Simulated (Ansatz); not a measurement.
How methods differ on BCl (SMILES [B]Cl)

BCl: 2 atoms, total charge 0, spin state singlet. SMILES: `[B]Cl`. Geometry: relaxed at GFN2-xTB.

```
atom   x (Å)   y (Å)   z (Å)
   B  0.0000  0.0000  0.0000
  Cl  0.0000  0.0000  1.5785
```

Quantity: the electronic atomisation energy, in eV. The values are calculated. Electronic energies at fixed atoms, without zero-point motion or spin-orbit coupling.

```tsv
level	kind	program	value (eV)	less FCI/STO-3G
HF/STO-3G	Hartree–Fock	Ansatz	3.66	-0.63
SVWN5/STO-3G	LDA	Ansatz	6.26	+1.97
PBE/STO-3G	GGA	Ansatz	5.53	+1.24
revPBE/STO-3G	GGA	Ansatz	5.29	+1.00
CAM-B3LYP/STO-3G	range-separated hybrid	Ansatz	5.05	+0.76
CCSD/STO-3G	coupled cluster or CI	Ansatz	4.22	-0.07
CCSDT(Q)/STO-3G	coupled cluster or CI	Ansatz	4.29	0.00
CCSDT/STO-3G	coupled cluster or CI	Ansatz	4.28	-0.01
FCI/STO-3G	exact in the basis	Ansatz	4.29	0.00
```

FCI/STO-3G is exact within its basis and frozen core, so for wave-function methods in that basis the difference is their error; functionals converge differently with the basis, so for them it is only a difference. The values span 3.66 to 6.26 eV. All rows use very small basis sets, so even the best lies far from the true value.
